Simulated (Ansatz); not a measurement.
`[AlH4-]` from Hartree–Fock to CCSD(T)

```xyz
5

Al    0.000    0.000    0.000
H     1.624    0.008    0.267
H    -0.563   -1.544    0.093
H    -0.313    0.610   -1.498
H    -0.747    0.926    1.138
```

Charge -1, multiplicity 1. The structure was optimised at the PBE0-D4/def2-TZVPD level. Frozen core, restricted reference, the Gaussian-basis code of Ansatz. CBS rows extrapolate triple and quadruple zeta.

```
      basis     HF (Eh)  MP2 corr.  CCSD corr.       (T)  CCSD(T) total
  def2-SVPD  -244.16093   -0.11143    -0.14357  -0.00227     -244.30677
def2-TZVPPD  -244.24602   -0.13004    -0.16049  -0.00294     -244.40945
def2-QZVPPD  -244.25401   -0.13783    -0.16577  -0.00327     -244.42305
  CBS(def2)  -244.25511   -0.14360    -0.16967  -0.00351     -244.42829
```
